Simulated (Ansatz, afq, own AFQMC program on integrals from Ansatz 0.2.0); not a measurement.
AFQMC, coupled cluster and functionals along a coordinate of SiNH₅, singlet

```xyz
7

Si   -0.0113    0.0000    0.5726
N     0.0538    0.0000   -1.1465
H     0.6843   -1.2207    1.0558
H     0.6843    1.2207    1.0558
H    -1.3785    0.0000    1.1752
H    -0.2111   -0.8283   -1.6548
H    -0.2111    0.8283   -1.6548
```

The Si1–N2 distance is changed with both sides rigid. Energies in mEh count from this geometry (1.720 Å) at the same level; the start stands on RHF, each point on the determinant named.

Basis 6-31G. Only valence electrons are correlated. Integrals, coupled cluster, full CI and functionals: Ansatz 0.2.0; the random walks run on the same integrals in our own AFQMC program. ph-AFQMC/CISD is guided by a CISD state made of CCSD amplitudes; releasing the constraint for a short imaginary time cuts its bias at the price of noise, slowly where states lie close. Uncertainties: one standard error, sampling alone.

Cautions, each for one point or more: cluster runs in doubt by the program's own checks; higher spins were not checked; strong correlation; unrestricted determinant spin contaminated; walk and cluster series may follow different spin states.

```csv
r(Si1–N2) / Å,det.,T1,weight,⟨S²⟩,CCSD(T),ph-AFQMC/CISD,released AFQMC,CCSDT(Q),B3LYP,PBE
1.562,RHF,0.009,0.91,pure,33.0,33.0 ± 0.4,33.3 ± 0.4,–,29.4,30.5
1.911,RHF,0.011,0.91,pure,1.7,1.3 ± 0.5,1.1 ± 0.5,1.6,4.5,3.3
2.396,RHF,0.016,0.88,pure,66.8,66.4 ± 0.8,66.0 ± 0.8,66.2,72.5,68.5
3.141,UHF‡¶,0.027,0.88,0.98,134.1,131.1 ± 0.7,131.8 ± 1.0*,131.1,140.1§,139.1§
4.689,UHF‡¶,0.007,0.91,1.01,136.0,135.9 ± 0.6,135.9 ± 0.4*,136.1,148.1§,153.1§
```

Weight is that of the determinant in the CISD state; at the start T1 is 0.010 and the weight 0.91. ¶ marks points with a poor determinant and no full CI, where no value is sure; they don't count among the departures. An asterisk marks released energies that aren't shown to be converged. A double dagger marks points where the walks on two determinants ended up to 3.9 mEh apart; the lower is shown. A dash marks a missing value, a released energy that hasn't settled or a functional that sits on another state. § marks a functional whose ⟨S²⟩ is too high by over 0.1. Largest departures from phaseless AFQMC with a CISD trial: CCSD(T) 0.4 mEh at 1.911 (on RHF) (within the noise), released AFQMC -0.4 mEh at 2.396 (on RHF) (within the noise), CCSDT(Q) 0.3 mEh at 1.911 (on RHF) (within the noise), B3LYP 6.1 mEh at 2.396, PBE -2.6 mEh at 1.562. The walk's constraint bias lies outside its error bars, so these are departures and not errors. Functionals count only at points shown to share the start's state and spin. In this small basis the wave-function levels are far from their limit, so their gap to the functionals isn't the functionals' error.

Some points may be missing: those where a free walk finds a much lower state, and past Zn most of those on another determinant than at the start.

CCSDT and higher add their correlation energy to the determinant of the CCSD(T) run, since their own runs factorise the integrals more tightly (a shift of under 2 meV). A walk keeps the symmetry of its determinant, which the program's search chose and which needn't be the lowest solution, so a lower state of the same spin and another symmetry isn't excluded.
